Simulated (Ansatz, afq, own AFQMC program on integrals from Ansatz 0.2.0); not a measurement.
**S, triplet: AFQMC among the cluster methods**

A free S atom.

Basis 6-31G. Only valence electrons are correlated. Integrals, coupled cluster, full CI and functionals: Ansatz 0.2.0; the random walks run on the same integrals in our own AFQMC program. The CISD trial takes its coefficients from CCSD amplitudes. Released means that phaseless walkers are propagated on without the constraint, phases kept. Free AFQMC starts from the CCSD state and is never constrained. Its projection time is finite, and what remains of the start isn't in its error. Error bars are statistical, one sigma.

Determinant: UHF, the one that the program's search chose, which needn't be the lowest solution.

Full CI on the same integrals is exact in this basis and with this determinant's frozen core.

```
T1 diagnostic                               : 0.0049
weight of the determinant in the CISD state : 0.985
⟨S²⟩ of the determinant                     : 2.001
size of the correlated space                : 6 electrons in 8 orbitals
```

| level | correlation energy (eV) |
| --- | --- |
| MP2 | -0.4813 |
| CCSD | -0.6236 |
| CCSD(T) | -0.6287 |

Question: Estimate where AFQMC with the constraint released lies against CCSD(T) on the same integrals.

Answer: 0.02 ± 0.003 kcal/mol below CCSD(T).

Reference: full CI, correlation energy -0.630 eV. The released energy is read at 1.50 1/Eh (meV from the phaseless value at times in 1/Eh: 0.00 ± 0.19 at 0.24, 0.03 ± 0.18 at 0.50, 0.07 ± 0.15 at 1.00, 0.25 ± 0.14 at 1.50).

```
         level  E − E(reference) (kcal/mol)  share of correlation (%)
       CCSD(T)                         0.03                     99.81
         CCSDT                        -0.01                    100.06
      CCSDT(Q)                         0.00                    100.01
        CCSDTQ                         0.00                    100.00
   ph-AFQMC/HF                  0.31 ± 0.13                     97.87
 ph-AFQMC/CISD                 0.00 ± 0.005                    100.02
released AFQMC                 0.00 ± 0.003                     99.98
    free AFQMC                 0.00 ± 0.002                    100.01
```

CCSDT and higher add their correlation energy to the determinant of the CCSD(T) run, since their own runs factorise the integrals more tightly (a shift of under 2 meV). Free projections are given only where their last times agree within the noise and don't stop above the reference; a slow remainder of the start can still hide under it. A walk keeps the symmetry of its determinant, which the program's search chose and which needn't be the lowest solution, so a lower state of the same spin and another symmetry isn't excluded. Released energies are given only where the last usable release times agree within the noise; a slower fall can still hide under it.
